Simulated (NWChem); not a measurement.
System: SiF₄; SMILES [Si](F)(F)(F)F

Computed with NWChem. Pople sets run with spherical d functions. All runs use the structure optimised with PBE0/def2-SVP. Total energies compare along this basis series because the functional is fixed.

```csv
level,basis functions,energy (Ha),highest occupied level (eV),orbital gap (eV)
B3LYP/STO-3G,29,-679.7423,-5.44,11.47
B3LYP/3-21G,49,-685.3769,-11.45,11.45
B3LYP/6-31G*,74,-689.1001,-11.90,12.04
B3LYP/6-31+G*,94,-689.1361,-12.55,11.54
B3LYP/def2-SVP,74,-688.7164,-12.11,12.20
B3LYP/def2-SVPD,116,-688.7569,-12.64,11.76
B3LYP/def2-TZVP,161,-689.3564,-12.44,12.25
B3LYP/6-311++G**,118,-689.2688,-12.64,11.54
B3LYP/aug-cc-pVTZ,234,-689.3325,-12.50,11.54
```
